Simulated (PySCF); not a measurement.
Symmetry of computed structures. Level of theory: PySCF, PBE0-D3(BJ)/def2-SVP geometry optimisation, gas phase. The symmetry is that of the one conformer found, every atom within 0.08 Å of its image; none is proved a minimum here.

Task: What symmetry has BH2(NH2) (`[H]B([H])N`)?

Result: C2v; near-prolate asymmetric top; symmetry number 2; 4 operations, which sort the 6 atoms into 4 sets; dipole 2.23 D, along a, the twofold axis.

Task: `[F:1][C:2]([F:3])=[C:4]([F:5])[Cl:6]`: symmetry, top, dipole?

Result: Cs; asymmetric top; symmetry number 1; 2 operations, which sort the 6 atoms into 6 sets; dipole 0.38 D, in the ab plane, which is the mirror; A, B, C = 4513, 2275, 1512 MHz; heavy atoms equivalent by symmetry: none.

Task: What symmetry has `[CH2:1]=[CH:2]/[C:3]([F:4])=[C:5](\[F:6])[CH:7]=[CH2:8]` with C1–C2–C3–F4 0°, C3–C5–C7–C8 180°?

Result: C2h; asymmetric top; symmetry number 2; 4 operations, which sort the 14 atoms into 7 sets; dipole forbidden by symmetry (computed 0.00 D).

Task: `[CH2:1]=[CH:2][CH3:3]` with H–C3–C2–C1 0° (nearest H): symmetry, top, dipole?

Result: Cs; near-prolate asymmetric top; symmetry number 1; 2 operations, which sort the 9 atoms into 8 sets; dipole 0.42 D, in the ab plane, which is the mirror; A, B, C = 46724, 9279, 8133 MHz; heavy atoms equivalent by symmetry: none.
